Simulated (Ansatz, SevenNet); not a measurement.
## Volume per atom of SnS (Pnma, No. 62) at several levels of theory

No measured value is used here.

| level (code) | value (Å³/atom) |
|---|---|
| SevenNet-0 | 25.65 |
| LDA (Ansatz) | (withheld) |
| PBE (Ansatz) | 25.65 |
| PBEsol (Ansatz) | 23.40 |
| PBE-D3(BJ) (Ansatz) | 23.76 |

**Question.** Some entries are withheld; supply them.

**Answer.** 
- LDA (Ansatz, an electronic-structure program), value (Å³/atom): 22.70

SevenNet-0, LDA, PBE, PBEsol, PBE-D3(BJ): the relaxation could not lower the start's symmetry, so the cell can be a saddle point above a distorted one. LDA: LDA has no dispersion term either, though it tends to give short spacings of layers, chains or molecules. PBE: for a layered or molecular solid the relaxed cell lies over 5 % above the published volume, where the minimum can be shallow. PBE, PBEsol: the cell comes from a level without a dispersion term, which matters for the spacing of layers, chains or molecules. Ansatz's density-functional and Hartree–Fock values are scalar-relativistic unless marked +SOC, with PAW data made under PBE.

Machine-learned potentials (SevenNet-0) are trained on DFT data: a solid inside that data is no test of them.
